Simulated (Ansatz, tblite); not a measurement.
**Pentacene (C22H14): rung by rung**

One table from this session's results is given with a row withheld; the runs are named, their logs left out.

Method: as each input shows; program: Ansatz 0.2.0, Gaussian basis.

The runs, in order: GFN1-xTB, GFN2-xTB, PBE-D4/def2-SVP, r2SCAN-D4/def2-SVP, BLYP-D4/def2-SVP, PBE0-D4/def2-TZVP, PBE-D4/def2-TZVP, HF/6-31G, B3LYP-D4/6-31G, MP2/def2-SVP, RPA/def2-SVP.

2 further runs of the same task are left out: 2 set aside as unsound or not needed.

### The structure

The singlet was relaxed beforehand with PBE-D4/def2-SVP.

SMILES `c1ccc2cc3cc4cc5ccccc5cc4cc3cc2c1`, 36 atoms, charge 0, spin multiplicity 1.

Bond lengths: C1–C2 1.434 Å, C1–C22 1.378 Å, C1–H23 1.101 Å, C2–C3 1.378 Å, C2–H24 1.101 Å, C3–C4 1.437 Å, C3–H25 1.101 Å, C4–C5 1.400 Å, C4–C21 1.462 Å, C5–C6 1.419 Å, C5–H26 1.102 Å, C6–C7 1.410 Å, C6–C19 1.465 Å, C7–C8 1.410 Å, C7–H27 1.102 Å, C8–C9 1.419 Å, C8–C17 1.465 Å, C9–C10 1.400 Å and more. Angles: C2–C1–C22 120.5°, C2–C1–H23 119.4°, C22–C1–H23 120.1°, C1–C2–C3 120.5°, C1–C2–H24 119.4°, C3–C2–H24 120.1°, C2–C3–C4 121.0°, C2–C3–H25 120.6°, C4–C3–H25 118.4°, C3–C4–C5 122.2°, C3–C4–C21 118.5°, C5–C4–C21 119.3°, C4–C5–C6 122.0°, C4–C5–H26 119.2°, C6–C5–H26 118.8°, C5–C6–C7 122.2°, C5–C6–C19 118.8°, C7–C6–C19 119.0° and more.

PBE0-D4/def2-SVP was run before; its log isn't repeated, and its numbers join the tables.

The first run:

Tight binding, by tblite at 300 K electronic temperature and without a spin-polarisation term:

```python
tblite.interface.Calculator('GFN1-xTB', numbers, positions, charge=0, uhf=0).singlepoint()
```

Tight binding, by tblite at 300 K electronic temperature and without a spin-polarisation term:

```python
tblite.interface.Calculator('GFN2-xTB', numbers, positions, charge=0, uhf=0).singlepoint()
```

start.molden holds the orbitals of an earlier run on this state, given as this run's starting guess.

Input file in.yaml:

```yaml
crystal:
  periodic: [false, false, false]
  atoms:
    - {symbol: C, position_ang: [6.108798, 0.221434, -0.974543]}
    - {symbol: C, position_ang: [6.074181, 1.188853, 0.083851]}
    - {symbol: C, position_ang: [4.880895, 1.523836, 0.685980]}
    - {symbol: C, position_ang: [3.646154, 0.916401, 0.271883]}
    - {symbol: C, position_ang: [2.419917, 1.237573, 0.865434]}
    - {symbol: C, position_ang: [1.204069, 0.634423, 0.451822]}
    - {symbol: C, position_ang: [-0.034000, 0.954164, 1.045535]}
    - {symbol: C, position_ang: [-1.239129, 0.351926, 0.630167]}
    - {symbol: C, position_ang: [-2.488011, 0.670180, 1.223610]}
    - {symbol: C, position_ang: [-3.681378, 0.069160, 0.806760]}
    - {symbol: C, position_ang: [-4.949376, 0.387387, 1.403375]}
    - {symbol: C, position_ang: [-6.109099, -0.219709, 0.973037]}
    - {symbol: C, position_ang: [-6.074459, -1.187371, -0.085125]}
    - {symbol: C, position_ang: [-4.880983, -1.523443, -0.686290]}
    - {symbol: C, position_ang: [-3.646091, -0.916772, -0.271538]}
    - {symbol: C, position_ang: [-2.419727, -1.238734, -0.864418]}
    - {symbol: C, position_ang: [-1.203797, -0.635936, -0.450525]}
    - {symbol: C, position_ang: [0.034297, -0.955799, -1.044135]}
    - {symbol: C, position_ang: [1.239383, -0.353341, -0.628958]}
    - {symbol: C, position_ang: [2.488175, -0.670979, -1.222923]}
    - {symbol: C, position_ang: [3.681411, -0.069295, -0.806635]}
    - {symbol: C, position_ang: [4.949242, -0.386494, -1.404152]}
    - {symbol: H, position_ang: [7.071806, -0.032796, -1.442919]}
    - {symbol: H, position_ang: [7.011108, 1.663492, 0.412909]}
    - {symbol: H, position_ang: [4.852153, 2.266313, 1.498796]}
    - {symbol: H, position_ang: [2.393831, 1.980693, 1.678443]}
    - {symbol: H, position_ang: [-0.060568, 1.697192, 1.858435]}
    - {symbol: H, position_ang: [-2.515080, 1.413333, 2.036561]}
    - {symbol: H, position_ang: [-4.973810, 1.130573, 2.215684]}
    - {symbol: H, position_ang: [-7.072270, 0.035490, 1.440550]}
    - {symbol: H, position_ang: [-7.011516, -1.661361, -0.414747]}
    - {symbol: H, position_ang: [-4.852234, -2.266151, -1.498897]}
    - {symbol: H, position_ang: [-2.393680, -1.981982, -1.677315]}
    - {symbol: H, position_ang: [0.060864, -1.698820, -1.857047]}
    - {symbol: H, position_ang: [2.515278, -1.413987, -2.036006]}
    - {symbol: H, position_ang: [4.973667, -1.129446, -2.216677]}
basis:
  gaussian: {orbitals: def2-SVP, initial_orbitals: start.molden}
hamiltonian: {xc: pbe, dispersion: d4}
scf: {omitted_lower_state_checks: [starts]}
output: {forces: true, orbitals: {seedname: orbitals}}
```

Command:

```console
$ ansatz run in.yaml --threads 8 --pin off --events-out ev --progress --plain --max-ram 19148MiB
```

Steps of the session up to this table: PBE-D4/def2-SVP; r2SCAN-D4/def2-SVP; BLYP-D4/def2-SVP; PBE0-D4/def2-TZVP; PBE-D4/def2-TZVP; HF/6-31G; B3LYP-D4/6-31G; MP2/def2-SVP; RPA/def2-SVP.

One table of the session follows, with a row left open; its other results are not shown here.

It belongs to the step «Binding energy». 

| level | binding an atom (eV) |
| --- | --- |
| HF/6-31G | 3.838 |
| HF/def2-SVP | 4.125 |
| PBE-D4/def2-SVP | 5.804 |
| PBE-D4/def2-TZVP | 5.709 |
| BLYP-D4/def2-SVP | 5.578 |
| r2SCAN-D4/def2-SVP | 5.603 |
| B3LYP-D4/6-31G | ? |
| PBE0-D4/def2-SVP | 5.679 |
| PBE0-D4/def2-TZVP | 5.582 |
| MP2/def2-SVP | 5.444 |

Q: Estimate the row for B3LYP-D4/6-31G from the others.

As computed: binding an atom (eV): 5.389. In the column «binding an atom (eV)» it lies between HF/def2-SVP (4.125) and MP2/def2-SVP (5.444).

Caveats from the session: Free atoms were run apart at each level; binding is atoms less cluster, divided by the number of atoms, without zero-point or spin-orbit terms.
